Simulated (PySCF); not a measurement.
Rows and methods have been separated. Pair them.

Compound: C2H3Cl.
InChI=1S/C2H3Cl/c1-2-3/h2H,1H2

The closed-shell ground state was solved 4 times with PySCF (density fitting, gas phase), always in the pcSseg-2 basis (157 functions), with these functionals: B97-2, KT3, PBE0 and wB97X-D. Isolated species at its PBE0-D3(BJ)/def2-TZVP geometry, gas phase.

```
row  total energy (Eh)  HOMO (eV)  LUMO (eV)  dipole (D)
  P          -538.2488      -7.36      -0.38        1.44
  Q          -538.2121      -9.45       1.49        1.49
  R          -542.6050      -6.47      -1.27        1.35
  S          -537.9915      -7.61      -0.33        1.44
```

Problem. Which functional belongs to which row?

Solution. P = B97-2, Q = wB97X-D, R = KT3, S = PBE0. By rising HOMO–LUMO gap: KT3 (GGA) 5.20 eV; B97-2 (global hybrid, 21 % exact exchange) 6.98 eV; PBE0 (global hybrid, 25 % exact exchange) 7.28 eV; wB97X-D (range-separated hybrid) 10.94 eV. Total energies of different functionals aren't bounds to one another; each is stationary for its own functional.

Note: wB97X-D ran without an empirical dispersion term, which enters the total energy and its gradient alone.
